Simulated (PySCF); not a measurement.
Gas-phase reaction: H₂O + C₃H₄ (propyne) → CH₂OH + C₂H₃ (vinyl)

Computed with PySCF and rigid-rotor harmonic-oscillator thermochemistry at 1 bar. Table values come from the NASA 1993 polynomials. † marks an energy on the PBE0/def2-TZVP geometry and frequencies; other levels use their own. 6-31G* has spherical d functions here. Open shells (unrestricted): CH₂OH (multiplicity 2), C₂H₃ (vinyl) (multiplicity 2); the rest are closed-shell singlets. B3LYP is the form with VWN-RPA correlation. For this reaction the table lies outside the span of B3LYP, M06-2X, PBE0, r2SCAN, ωB97M-V, ωB97X-V in their largest bases here; which side is off was not settled. No R ln 2 is added for the mirror-image form of CH₂OH. The harmonic model lacks anharmonicity and excited electronic states, which grow with temperature; levels with a mode under 35 cm⁻¹ are left out. Internal rotation in CH₂OH is treated as a harmonic vibration of one conformer, which makes the entropy rough. The table's entry may be an old estimate for CH₂OH, C₂H₃ (vinyl) (not checked at source).

```
level               ΔH°(298 K), kJ  minus table  ΔG°(1800 K), kJ
------------------  --------------  -----------  ---------------
table                        348.1            -            277.3
B3LYP/6-31G*                 276.5        -71.6            211.1
B3LYP/def2-TZVP†             298.7        -49.4            227.0
BLYP/def2-TZVP†              297.5        -50.6            225.8
M06-2X/def2-TZVP†            322.5        -25.6            250.8
LDA/def2-TZVP†               331.9        -16.2            260.2
ωB97X-V/def2-TZVP†           308.9        -39.2            237.2
```
